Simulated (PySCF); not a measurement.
C2N- anion, C2N (charge -1 and triplet state).
SMILES with atom numbers: `[C-:1][C:2]#[N:3]`

Structure used (PBE0-D3(BJ)/def2-SVP), in Å, numbered top down from 1:
```xyz
3
C2N angstrom
C      0.9724   -0.5858   -0.5616
C     -0.0339    0.1170    0.0142
N     -0.9322    0.7450    0.5291
```

The calculation used UKS B3LYP, IGLO-III on C N, non-relativistic, mean-field spin-orbit, GIAO (PySCF 2.14.0). Whether the extra electron is bound in the gas phase wasn't checked; a finite basis holds it in any case. The geometry's basis has no diffuse functions, a weakness for an anion.

(1) Break the g tensor into its mass correction, gauge correction and orbital-Zeeman/spin–orbit terms.

(2) What are the electron Larmor frequencies g μB B/h along the three axes at 330 mT?

(3) Average each term over the three axes. Which is largest in size?

(4) At 9.643 GHz, how far is the centre of the isotropic spectrum from where a free electron (g = 2.002319) resonates, zero-field splitting left aside?

## Answers

(1) 
```
                    Δg (ppm)     1     2     3
relativistic mass correction  -160  -160  -160
            gauge correction    32     7     7
   orbital Zeeman/spin–orbit     0   774   774
                       total  -128   621   621
```

So g = 2.00219, 2.00294, 2.00294 and g_iso = 2.00269; the tensor is axial. Axes: g1 lies along the molecular axis. With S = 1 there is also a zero-field splitting, D = +0.59 cm⁻¹, to set against the quantum of 0.317 cm⁻¹ at 9.5 GHz.

(2) 9.2476, 9.2511, 9.2511 GHz for g1, g2 and g3, a range of 3.5 MHz.

(3) The orbital-Zeeman/spin–orbit term 516, the mass correction -160 and the gauge correction 16 ppm, for a total of 372 ppm. The orbital-Zeeman/spin–orbit term is the largest in size. The mass correction is the same along every axis, so the anisotropy comes from the other two: their spans along these axes are 25 (gauge) and 774 ppm (orbital Zeeman/spin–orbit).

(4) B = hν/(g μB) with μB/h = 13.99624 MHz/mT gives 344.09 mT for the free electron and 344.02 mT at g_iso, 0.06 mT lower.

Largest spin populations (Mulliken): C1 (+1.46), N3 (+0.86) and C2 (-0.32).

The HOMO–LUMO gaps are 6.73 eV among the α and 4.75 eV among the β orbitals.

The run took 9.1 s of wall time (grids of density and orbitals included) on one thread of an Arm Neoverse V1, shared host with 32 logical CPUs at a one-minute load of 14, and the process peaked at 0.34 GiB of memory.
